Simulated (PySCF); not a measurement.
Reaction (SMILES): FOF + H+ → F[OH+]F
B3LYP-D3(BJ)/def2-TZVP geometries, fixed; electronic energies without zero-point terms; positive where energy is released.

Basis-set convergence of the proton affinity at HF with PySCF. All functions are spherical. Density fitting with generated auxiliary sets. In sets without p functions on hydrogen, species with hydrogen take exact integrals. The proton sits at the site shown, which need not be the one that binds it best. No added dispersion term, no relativity. Functions are those of the species that has most. Reference: the value in def2-QZVPPD, 114.80 kcal/mol, itself unsure by roughly 0.16 kcal/mol (its mean distance from pcseg-3, def2-QZVPP, cc-pVQZ).

```tsv
basis	functions	proton affinity (kcal/mol)
STO-3G	16	167.74
6-31G	29	___
pcseg-0	29	90.64
def2-SV(P)	44	___
def2-SVPD	77	___
aug-cc-pVDZ	78	112.11
6-311++G(2d,2p)	91	113.12
def2-TZVPPD	137	___
def2-QZVPPD	231	114.80
```

Task: Fill in the missing entries.

Result: 
- 6-31G, proton affinity (kcal/mol): 97.35
- def2-SV(P), proton affinity (kcal/mol): 102.44
- def2-SVPD, proton affinity (kcal/mol): 111.09
- def2-TZVPPD, proton affinity (kcal/mol): 114.44
